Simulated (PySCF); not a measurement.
# Electronic absorption of C4H7FS

C4H7FS.
SMILES: `CC[C@@H]1S[C@H]1F`

Method used: TDDFT PBE0/def2-SVPD, vertical, gas phase, core orbitals frozen in the response (PySCF 2.14.0, density-fitted response routines). One conformer (not necessarily the lowest) at the GFN2-xTB geometry, without solvent, vibrations or thermal averaging. Torsions of this conformer, `[CH3:1][CH2:2][C@@H:3]1[S:4][C@H:5]1[F:6]`: C1–C2–C3–S4 162°.

```csv
state,E (eV),E (kJ/mol),λ (nm),f,"main configurations (H = HOMO, L = LUMO)"
S1,5.10,492,242.9,0.0001,H→L (97%)
S2,6.51,628,190.5,0.0069,"H→L+1 (75%), H→L+2 (22%)"
S3,6.80,656,182.4,0.044,"H→L+2 (73%), H→L+1 (19%)"
S4,6.86,662,180.7,0.024,H→L+3 (87%)
S5,7.34,708,168.9,0.023,"H-1→L (64%), H→L+4 (26%)"
S6,7.45,718,166.5,0.062,"H→L+4 (54%), H-1→L (24%), H-2→L (17%)"
S7,7.71,744,160.7,0.041,"H-2→L (55%), H→L+5 (15%)"
S8,7.73,746,160.4,0.042,H→L+5 (73%)
```

Triplets, Tamm–Dancoff:

```json
{"state": "T1", "E (eV)": "4.64", "λ (nm)": "267.4", "main configurations (H = HOMO, L = LUMO)": "H→L (95%)"}
{"state": "T2", "E (eV)": "5.87", "λ (nm)": "211.2", "main configurations (H = HOMO, L = LUMO)": "H→L+1 (51%), H→L+2 (29%)"}
{"state": "T3", "E (eV)": "6.17", "λ (nm)": "200.8", "main configurations (H = HOMO, L = LUMO)": "H-2→L (47%), H-1→L (40%)"}
```

The lowest singlet comes at 243 nm (492 kJ/mol) in the ultraviolet; it is dark (f under 0.0005); its leading configuration is HOMO→LUMO (97%). The most intense listed level is S6 at 7.45 eV (167 nm, f = 0.062), 2.34 eV above S1. Löwdin shares by element: HOMO sulfur 73%, carbon 16% or more; LUMO sulfur 54%, carbon 31% or more (atoms not listed hold the other 15%). Orbital energies (eV): HOMO-3 -10.17, HOMO-2 -8.91, HOMO-1 -8.79, HOMO -7.01, LUMO -0.13, LUMO+1 0.59, LUMO+2 0.99. Of the 8 states listed, 6 reach f = 0.01 and 1 stays under 0.0005. The oscillator strengths of these states sum to 0.243; summed over the whole spectrum of an exact calculation they would give the number of electrons, 56 (Thomas–Reiche–Kuhn). Singlets were solved by full linear response, triplets in the Tamm–Dancoff approximation.

The run took 41 s on an Arm Neoverse N1 with one thread (shared host).
